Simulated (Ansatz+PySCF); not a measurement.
Results of a calculation; reference values are marked as such.
# Several solutions for singlet N2

```yaml
atoms:
  - { symbol: N, position_ang: [0.0000, 0.0000, -1.0154] }
  - { symbol: N, position_ang: [0.0000, 0.0000, 1.0154] }
```

Basis set: STO-3G (spherical functions). Charge 0, multiplicity 1.

PBE0 (unrestricted) was run from several starts with Ansatz (development build ahead of 0.2.0) and PySCF 2.14.0.

```csv
run,program,start,converged,energy (hartree),<S²>
A,PySCF,program defaults,yes,-107.51926,0.00
B,Ansatz,search for the lowest state,yes,-107.70911,2.45
C,Ansatz,stability test followed,yes,-107.70911,2.45
D,Ansatz,"atomic start, no search",yes,-107.51926,0.00
```

(1) Which runs reached the lowest solution of this kind, and what is wrong with the others?

## Answers

(1) B, C reached the lowest solution found. Converged but too high: A by 5.17 eV, D by 5.17 eV. Convergence only shows a stationary point, and even a stable one can lie too high; stability tests and further starts are what find lower ones. Caution: the unrestricted determinant is a mixture of spin states.
